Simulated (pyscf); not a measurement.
`[OH][PH2]` + `[OH][SiH3]` → `[SiH3][O][PH2]` + `[OH2]`, a four-centre exchange (singlet surface; H–O, O–Si broken, O–Si, H–O formed). Optimised with ωB97X-D3(BJ)/def2-SVP in PySCF. Energies in eV from the separated reactants.

Small-basis levels: PySCF, no dispersion term, spherical d functions. 

### Question
In single points BP86/6-31G* puts the saddle at 0.67 eV and the reaction energy at +0.01 eV. Should these be trusted to within a few kcal/mol? Compare with ωB97M-D3(BJ)/def2-TZVP.

### Answer
ωB97M-D3(BJ)/def2-TZVP gives ΔE‡ = 0.95 eV and ΔE = -0.08 eV. BP86/6-31G* lies 0.28 eV under it in the barrier and 0.09 eV over it in the reaction energy, so on this step it does not hold to within 0.13 eV. ωB97M-D3(BJ)/def2-TZVP has limits of its own. On the reactant side the descent ends in a complex (not fully relaxed), 0.28 eV under the separated species and 1.21 eV under the saddle at ωB97X-D3(BJ)/def2-TZVP. On the product side the descent ends in a complex, 0.18 eV under the separated species and 1.24 eV under the saddle at ωB97X-D3(BJ)/def2-TZVP. H₃Si–O–PH₂ lies 0.25 eV over its isomer HO–SiH₂–PH₂ (electronic energy, ωB97M-D3(BJ)/def2-TZVP). One saddle was located; it need not be the lowest between these sides.
